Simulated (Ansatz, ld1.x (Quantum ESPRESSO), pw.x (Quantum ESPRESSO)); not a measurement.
Equation-of-state test of one TM potential (Ru (Z = 44))

Ru (Z = 44), norm-conserving Troullier–Martins (Kleinman–Bylander form), made with ld1.x (Quantum ESPRESSO) 7.5 (PBEsol, scalar-relativistic). Core [Kr], reference 4d7 5s1 5p0. Waves: 5s (bound): rc 2.25 bohr; 4d (bound): rc 1.60 bohr; 4f channel at 0.1 Ry: rc 3.10 bohr; 5p (bound, empty): rc 3.65 bohr. Local part: the p channel. Core correction: Bessel-smoothed model core inside 1.25 bohr.

Crystal test: diamond Ru in pw.x 7.5, no spin, 9³ k-points, Fermi–Dirac smearing 0.01 Ry, cutoffs 85/340 Ry. The lattice is a test structure that the element need not adopt, and mesh and smearing are coarse.

pw.x input:

```
&control
  calculation='scf', prefix='x', pseudo_dir='./', outdir='./tmp', tstress=.true., disk_io='none'
/
&system
  ibrav=0, nat=2, ntyp=1, ecutwfc=85, ecutrho=340, nbnd=16,
  occupations='smearing', smearing='fd', degauss=0.01
/
&electrons
  conv_thr=1e-09, mixing_beta=0.4, electron_maxstep=70
/
ATOMIC_SPECIES
Ru 1.0 Ru.UPF
CELL_PARAMETERS angstrom
  0.00000000 2.69679547 2.69679547
  2.69679547 0.00000000 2.69679547
  2.69679547 2.69679547 0.00000000
ATOMIC_POSITIONS crystal
Ru 0.0000 0.0000 0.0000
Ru 0.2500 0.2500 0.2500
K_POINTS automatic
9 9 9 0 0 0
```

```bash
pw.x < Ru.scf.in > Ru.scf.out
```

**Question.** How does the run end?

**Answer.** It converges; the pressure is 8.33 GPa against -0.04 GPa from all-electron LAPW. The largest radius (3.65 bohr) exceeds half the bond length (2.21 bohr), so the spheres overlap, which is one possible source of error among others. This is a poor potential for the solid. Atomic configuration tests: 2 of 7 tests not solved or not reliable. The logarithmic derivative shows an extra or strongly shifted pseudo pole above the reference energy (s near 1.63 Ry). The log shows:

```
     scf convergence threshold =      1.0E-09
     Exchange-correlation= PBESOL
     number of k points=    35  Fermi-Dirac smearing, width (Ry)=  0.0100
     iteration #  1     ecut=    85.00 Ry     beta= 0.40
     total energy              =    -108.15354541 Ry
     estimated scf accuracy    <       0.10632254 Ry
     iteration #  2     ecut=    85.00 Ry     beta= 0.40
     total energy              =    -108.16331215 Ry
     estimated scf accuracy    <       0.01107970 Ry
     iteration #  3     ecut=    85.00 Ry     beta= 0.40
     total energy              =    -108.16279907 Ry
     estimated scf accuracy    <       0.00224517 Ry
     iteration #  4     ecut=    85.00 Ry     beta= 0.40
     total energy              =    -108.16295929 Ry
     estimated scf accuracy    <       0.00000849 Ry
     [... 5 iterations left out ...]
     iteration # 10     ecut=    85.00 Ry     beta= 0.40
     total energy              =    -108.16296433 Ry
     estimated scf accuracy    <       0.00000078 Ry
     iteration # 11     ecut=    85.00 Ry     beta= 0.40
     total energy              =    -108.16296436 Ry
     estimated scf accuracy    <       0.00000004 Ry
     iteration # 12     ecut=    85.00 Ry     beta= 0.40
     total energy              =    -108.16296436 Ry
     estimated scf accuracy    <          2.2E-09 Ry
     iteration # 13     ecut=    85.00 Ry     beta= 0.40
     the Fermi energy is    10.1382 ev
!    total energy              =    -108.16296436 Ry
     estimated scf accuracy    <          2.8E-10 Ry
     smearing contrib. (-TS)   =      -0.00787855 Ry
     The total energy is F=E-TS. E is the sum of the following terms:
     one-electron contribution =       9.25328733 Ry
     hartree contribution      =      10.94064709 Ry
     xc contribution           =     -60.69964490 Ry
     ewald contribution        =     -67.64937533 Ry
     convergence has been achieved in  13 iterations
          total   stress  (Ry/bohr**3)                   (kbar)     P=       83.30
     Message from routine punch:
     Nothing written, as per user request (disk_io='none')
```
